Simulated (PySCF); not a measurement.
SMILES [Na][Cl], singlet at its B3LYP/def2-SVP optimised geometry (Å):

```
2

Na    -1.1703     0.0000     0.0000
Cl     1.1703     0.0000     0.0000
```

Level of theory: B3LYP/def2-TZVP (PySCF 2.14.0). Cells within 0.4 Å of a nucleus heavier than hydrogen are left out (blank, or x).

Map of the electron localisation function on the plane z = 0.0 Å:

```
|0000000000000000000000000|
|0000000000000000000000000|
|0000000000000000000000000|
|0000000000000000000000000|
|0000000000000111000000000|
|0000000000112222221100000|
|0000000000134455544310000|
|0000000000025677776532000|
|0000000000016788988753100|
|0000001331006899999875210|
|0000015887106998589986310|
|00000389x9606981x18987410|
|0000049xxx80595xxx5997420|
|00000389x9606981x18987410|
|0000015887106998589986310|
|0000001331006899999875210|
|0000000000016788988753100|
|0000000000025677776532000|
|0000000000134455544310000|
|0000000000112222221100000|
|0000000000000111000000000|
|0000000000000000000000000|
|0000000000000000000000000|
|0000000000000000000000000|
|0000000000000000000000000|
```
Scale: ten equal steps from 0.000 (start of '0') to 0.877 (end of '9'), in the order '0123456789'; x runs from -3.50 to 3.50, y from -3.50 (bottom) to 3.50 (top).
